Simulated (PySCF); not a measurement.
ClNa, SMILES [Na][Cl] (connectivity only; charge and spin as stated), charge +1, multiplicity 2.

Geometry optimised at PBE-D3(BJ)/def2-TZVPD. The spin state was assumed, not searched.

Two levels are set side by side: PBE/def2-TZVPD (PySCF) and B3LYP/def2-TZVPD (PySCF). Same geometry, gas phase. Differences are taken from unrounded values.

| quantity | B3LYP | PBE | PBE minus B3LYP |
|---|---|---|---|
| α-spin orbital gap (eV) | 8.31 | 6.87 | -1.43 |
| β-spin orbital gap (eV) | 2.59 | 0.39 | -2.20 |

Rough cost on one machine, each run with all the roots and properties that it gave: B3LYP against PBE within a factor of 2.
